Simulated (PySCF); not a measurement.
C2H7N, charge +1, multiplicity 2. Atoms are numbered in the order given.

```xyz
10

C     -0.2256     1.2591     0.0000
C      0.5304    -0.0482     0.0000
N     -0.2749    -1.2081     0.0000
H      0.4863     2.0826     0.0000
H     -0.8498     1.3547    -0.8895
H     -0.8498     1.3547     0.8895
H      1.2324    -0.1528     0.8553
H      1.2324    -0.1528    -0.8553
H      0.1377    -2.1403     0.0000
H     -1.2936    -1.1548     0.0000
```
Charge +1, spin multiplicity 2.

Coordinates come from a B3LYP-D3(BJ)/def2-TZVP optimisation. The multiplicity is an assumed one; other spin states were not compared. The values are those of a single conformer.

Method: r2SCAN/def2-TZVPD (PySCF).

Mulliken values depend strongly on the basis, most of all with diffuse functions as here. ESP charges are fitted to the potential on shells at 1.4 to 2.0 van der Waals radii. Atomic charges (e):

| atom | ESP fit | Mulliken | meta-Löwdin | Mulliken spin |
|---|---|---|---|---|
| C1 | … | -0.81 | -0.36 | -0.02 |
| C2 | 0.13 | 0.00 | -0.09 | -0.01 |
| N3 | … | 0.01 | -0.06 | 0.90 |
| H4 | 0.17 | 0.24 | 0.17 | 0.00 |
| H5 | 0.16 | 0.27 | 0.15 | 0.00 |
| H6 | 0.16 | 0.27 | 0.15 | 0.00 |
| H7 | … | 0.24 | 0.20 | 0.12 |
| H8 | … | 0.24 | 0.20 | 0.12 |
| H9 | 0.36 | 0.27 | 0.31 | -0.04 |
| H10 | 0.37 | 0.29 | 0.31 | -0.07 |

**Question.** What belongs in the gaps? (The exact figures need the calculation; the answer reports its results.)

**Answer.** 
- C1, ESP fit: -0.40
- N3, ESP fit: -0.26
- H7, ESP fit: 0.15
- H8, ESP fit: 0.15
